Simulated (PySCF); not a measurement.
H3Si, SMILES [SiH3] (connectivity only; charge and spin as stated), charge +1, multiplicity 1.

Geometry: B3LYP-D3(BJ)/def2-TZVPD. The spin state was assumed, not searched. The isomer is the one that the SMILES or the coordinates give; other isomers of the formula were not compared.

All values below come from SMD-ωB97X/6-31G* in PySCF.

Solvation free energies are E(SMD) − E(gas) at the gas-phase geometry, for 1 M in both phases.

```tsv
solvent	ΔG(solv) (kcal/mol)	its non-electrostatic (CDS) part
water	-66.1	1.6
diethylether	-53.0	-0.6
acetone	-65.5	-0.3
```
